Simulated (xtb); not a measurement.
**GFN1-xTB run of C3H5Cl (allyl chloride)**

Aim: an optimisation with harmonic vibrations of C3H5Cl (allyl chloride). 

Program for the calculation: xtb 6.7.1.

3 further runs of the same task are left out: 3 set aside as unsound or not needed.

### 1 The system as given

C3H5Cl has 9 atoms, charge 0, and is taken as a singlet. As SMILES, `C=CCCl`. All atoms were displaced at random from a relaxed shape. The run starts from this shape.

Bond lengths: C1–C2 1.340 Å, C2–C3 1.561 Å, C3–Cl4 1.697 Å, C1–H5 1.000 Å, C1–H6 0.988 Å, C2–H7 1.062 Å, C3–H8 1.235 Å, C3–H9 1.080 Å. Some angles: C1–C2–C3 126.3°, C2–C3–Cl4 112.0°, C1–C2–H7 122.5°, C3–C2–H7 111.1°, C2–C1–H5 112.9°, C2–C1–H6 112.7°, C2–C3–H8 100.8°, C2–C3–H9 108.4°, Cl4–C3–H8 111.7°, Cl4–C3–H9 118.2°.

### 2 An optimisation with harmonic vibrations at GFN1-xTB

geom.xyz reads:

```xyz
9
C3H5Cl
C     -0.32230     1.36273    -0.44604
C      0.33054     0.19274    -0.42530
C      0.08254    -0.98597     0.56689
Cl    -0.41172    -2.39732    -0.23520
H     -0.02993     1.95890    -1.19361
H     -1.06126     1.39888     0.20939
H      1.12504    -0.03028    -1.09418
H     -0.82298    -0.51506     1.26252
H      0.92577    -1.05016     1.23886
```

The run is started by

```bash
$ xtb geom.xyz --gfn 1 --ohess normal > xtb.out
```

What values should one expect? Wanted: total energy at the end; dipole moment; HOMO energy; LUMO energy; HOMO–LUMO gap; dispersion energy; lowest harmonic wavenumber; highest harmonic wavenumber; zero-point energy.

**Answer.** As computed:

At GFN1-xTB:

```
                   quantity         value
    total energy at the end  -13.25312 Eh
              dipole moment        1.91 D
                HOMO energy     -12.20 eV
                LUMO energy      -7.12 eV
              HOMO–LUMO gap       5.08 eV
          dispersion energy  -7.14 kJ/mol
 lowest harmonic wavenumber       72 cm⁻¹
highest harmonic wavenumber     3152 cm⁻¹
          zero-point energy  182.9 kJ/mol
```

In words: At the final geometry: Bond lengths: C1–C2 1.323 Å, C2–C3 1.493 Å, C3–Cl4 1.785 Å, C1–H5 1.082 Å, C1–H6 1.083 Å, C2–H7 1.086 Å, C3–H8 1.091 Å, C3–H9 1.092 Å. Some angles: C1–C2–C3 123.6°, C2–C3–Cl4 109.9°, C1–C2–H7 121.2°, C3–C2–H7 115.2°, C2–C1–H5 121.9°, C2–C1–H6 122.3°, C2–C3–H8 111.7°, C2–C3–H9 110.7°, Cl4–C3–H8 108.1°, Cl4–C3–H9 107.2°. All 21 modes are real, so the shape is a minimum at this level.
